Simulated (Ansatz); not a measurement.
## Tetradymite Bi2Te3

The numbers are results of PBEsol (plane waves, PAW; Ansatz, an electronic-structure program), not measurements.

Settings: plane-wave cutoff 520 eV, 10×10×10 k mesh, Fermi–Dirac smearing 0.01 eV, scalar-relativistic PAW data made under PBE.

Cell: measured lattice: a = b = 4.386 Å, c = 30.497 Å, α = β = 90.00°, γ = 120.00°.

For tetradymite Bi2Te3, the band gap is 0.24 eV.

Note: cell and atoms aren't relaxed at this level (largest force component 0.12 eV/Å, pressure -0.6 GPa).

Spin–orbit coupling is not included; it can close the smallest gap of 0.24 eV.

Static lattice: no zero-point or thermal effects.
